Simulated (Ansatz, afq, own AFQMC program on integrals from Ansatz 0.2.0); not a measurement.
Where AFQMC and coupled cluster stand for C₂⁺, quartet

| atom | x (Å) | y (Å) | z (Å) |
| --- | --- | --- | --- |
| C | 0.0000 | 0.0000 | 0.0000 |
| C | 0.0000 | 0.0000 | 1.3014 |

Basis 6-31G. Noble-gas cores (and the filled d shells of Ga–Kr and In–Xe) are frozen. Ansatz 0.2.0 and our own AFQMC program on the same integrals; the CISD trial comes from CCSD amplitudes, and released means the phaseless constraint is let go. ± is one standard error of the sampling.

Determinant: ROHF, the one that the program's search chose, which needn't be the lowest solution. The geometry is a PBE0/def2-TZVP stationary point of this or a neighbouring charge and spin state.

Full CI on the same integrals is exact in this basis and with this determinant's frozen core.

Cautions: the search met a lower determinant of the same kind, perhaps of another symmetry (695 meV lower), and this one is a saddle point; the CCSD(T) amplitudes may be one of several solutions (largest double 0.17); the released energies are still falling, so no released level is given (meV from the phaseless value at times in 1/Eh: -8 ± 5 at 0.24, -17 ± 4 at 0.51, -22 ± 8 at 0.99, -35 ± 3 at 1.62, -43.8 ± 2.5 at 2.40).

The T1 diagnostic is 0.0190 and the weight of the determinant in the CISD state is 0.875. The size of the correlated space is 7 electrons in 16 orbitals.

```tsv
level	correlation energy (eV)
MP2	-3.5348
CCSD	-4.1690
CCSD(T)	-4.3299
```

Problem. Estimate where full CI lies against CCSD(T) on the same integrals.

Solution. 2.59 mEh below CCSD(T).

Reference: full CI, correlation energy -4.400 eV.

```csv
level,E − E(reference) (mEh),share of correlation (%)
CCSD(T),2.59,98.40
ph-AFQMC/CISD,1.90 ± 0.16,98.82
```

A walk keeps the symmetry of its determinant, which the program's search chose and which needn't be the lowest solution, so a lower state of the same spin and another symmetry isn't excluded.
